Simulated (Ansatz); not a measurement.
How the Voigt–Reuss–Hill bulk modulus of hcp Cd moves with the method

No measured value is used here.

Task: Put these levels in order of the Voigt–Reuss–Hill bulk modulus that they give for hcp Cd, smallest first: LDA (Ansatz, an electronic-structure program), PBE (Ansatz), PBEsol (Ansatz).

Result: PBE (40.3 GPa), PBEsol (57.3 GPa), LDA (67.5 GPa)

Unless a cell is named, each level is at its own relaxed cell (LDA 20.06, PBE 22.89, PBEsol 21.02 Å³/atom).

Each level is taken at its own relaxed cell. Ansatz's density-functional and Hartree–Fock values are scalar-relativistic unless marked +SOC, with PAW data made under PBE.
